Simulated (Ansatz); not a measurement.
Relaxation of CH6NSi (9 atoms, charge 1, multiplicity 1), to a largest force component of 0.015 eV/Å in at most 40 steps.

Theory: RKS PBE0/def2-TZVP in Ansatz 0.2.0.

```xyz
9
Properties=species:S:1:pos:R:3:forces:R:3
C -0.799 0.830 -0.829 0.44 -0.16 0.41
Si 0.687 -0.082 -0.157 -0.38 -0.47 -1.63
N 1.464 -1.207 -1.124 -0.43 0.60 0.50
H -1.597 0.141 -1.110 0.05 -0.22 0.00
H -0.545 1.414 -1.717 0.21 -0.05 -0.07
H -1.209 1.522 -0.092 0.11 -0.03 0.14
H 1.294 0.052 1.148 0.13 0.11 0.47
H 2.274 -1.745 -0.838 -0.04 0.10 0.14
H 1.189 -1.442 -2.070 -0.09 0.10 0.05
```

Question: Where does it end, and by what steps?

Answer: The forces met the threshold. Limits of this set-up: the dipole of an ion depends on the origin. After 4 steps the energy has fallen by 0.067 eV; H6 moved furthest, 0.06 Å.

```
step  energy less start (eV)  largest force component (eV/Å)  accepted
   0                  0.0000                           1.630       yes
   1                 -0.0567                           0.627       yes
   2                 -0.0667                           0.051       yes
   3                 -0.0670                           0.026       yes
   4                 -0.0671                           0.014       yes
```

```xyz
9
Properties=species:S:1:pos:R:3
C -0.782 0.819 -0.823
Si 0.667 -0.087 -0.200
N 1.443 -1.195 -1.132
H -1.574 0.117 -1.105
H -0.512 1.398 -1.712
H -1.164 1.498 -0.059
H 1.253 0.083 1.136
H 2.253 -1.714 -0.816
H 1.174 -1.435 -2.078
```

Time of the run: 10 s on 2 threads of Arm Neoverse V2, on a shared host, peak memory 0.22 GiB.
